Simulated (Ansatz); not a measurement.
# B2AsN: Seebeck coefficient and carrier response

Computed with DFT LDA, scalar-relativistic, plane waves, PAW in Ansatz. Plane waves to 420 eV; Γ-centred k mesh 15×15×12; Fermi-Dirac smearing of 0.15 eV. No spin polarisation.

Relaxed structure:
```
CELL_PARAMETERS angstrom
3.73527 0.00000 0.00000
-1.86763 3.23484 0.00000
0.00000 0.00000 3.73688
ATOMIC_POSITIONS crystal
B 0.33333 0.66667 0.00000
B 0.66667 0.33333 0.00000
As 0.00000 0.00000 0.00000
N 0.00000 0.00000 0.50000
```

The cell was built by swapping an element in a database structure (itself possibly hypothetical) and relaxing; it need not be the stable form of this composition. In a metal these results depend on the k mesh and the smearing.

Constant relaxation time and rigid bands. The levels are interpolated over the whole zone and filled by a Fermi function at the stated temperature, with the chemical potential set by the electron count. Seebeck coefficients of a few μV/K are small differences and uncertain even in sign.

**Question.** Give the Drude plasma energies, the density of states at the chemical potential and σ/τ at 300 K.

**Answer.**
```
Plasma energy xx, yy, zz                : 7.33, 7.33, 7.51 eV
Density of states (thermally broadened) : 1.53 states/eV/cell
Conductivity over τ, xx, yy, zz         : 11.0, 11.0, 11.5 ×10²⁰ (Ω·m·s)⁻¹
```

**Question.** And the Seebeck coefficient (μV/K)?

**Answer.**
| T (K) | Sxx | Syy | Szz |
| --- | --- | --- | --- |
| 300 | -3.5 | -3.5 | -9.9 |
| 600 | -6.9 | -6.9 | -17.3 |
| 900 | -10.1 | -10.1 | -21.4 |